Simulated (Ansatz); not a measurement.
Total energies of `CCCCCO`.

```xyz
18

C    -1.997   -1.214    0.586
C    -1.136   -1.043   -0.655
C     0.285   -0.578   -0.368
C     0.375    0.808    0.250
C     1.800    1.308    0.395
O     2.481    1.427   -0.839
H    -2.986   -1.602    0.332
H    -1.536   -1.915    1.288
H    -2.144   -0.268    1.113
H    -1.092   -1.995   -1.195
H    -1.615   -0.331   -1.338
H     0.865   -0.583   -1.296
H     0.775   -1.298    0.300
H    -0.195    1.522   -0.362
H    -0.092    0.821    1.241
H     1.808    2.265    0.936
H     2.387    0.599    0.985
H     2.018    2.077   -1.374
```

The species carries charge 0 and has multiplicity 1. The geometry is a stationary point of PBE0-D4/def2-TZVP. It is one conformer, not always the lowest. Basis def2-TZVPP, Ansatz 0.2.0.

RPA on PBE orbitals: Hartree–Fock energy of these orbitals -271.23470 Eh, correlation -1.85880 Eh (frozen core).

```
functional  energy without D4 (Eh)  D4 term (kJ/mol)
    revPBE              -272.99333            -111.1
    r2SCAN              -272.92000              -8.6
    B97M-V              -273.06760                 –
      PBE0              -272.75920             -26.8
     B3LYP              -273.09772             -50.3
   r2SCANh              -272.90994              -9.0
     BHLYP              -272.91850             -34.0
 CAM-B3LYP              -272.94443             -26.6
   LC-ωPBE              -272.92749                 –
    B2PLYP              -272.84163                 –
```

Q: Give the same for LDA (SPW92), PBE, BLYP, r2SCAN0, HSE06 (plane-wave form), ωB97X-V, ωB97M-V, PBE-QIDH. (Estimate.)

A: The calculation gave: 
```tsv
functional	energy without D4 (Eh)	D4 term (kJ/mol)
LDA (SPW92)	-270.65971	–
PBE	-272.71869	-31.9
BLYP	-272.94547	-71.0
r2SCAN0	-272.89606	-9.8
HSE06 (plane-wave form)	-272.74299	-24.7
ωB97X-V	-273.00735	–
ωB97M-V	-272.94240	–
PBE-QIDH	-272.72578	–
```

B3LYP takes the VWN-RPA correlation (the form of Gaussian; ORCA's B3LYP/G). HSE06 is the plane-wave form, built on full-range PBE exchange. The double hybrids freeze the cores in their second-order part.

LC-ωPBE has ω = 0.4 bohr⁻¹.
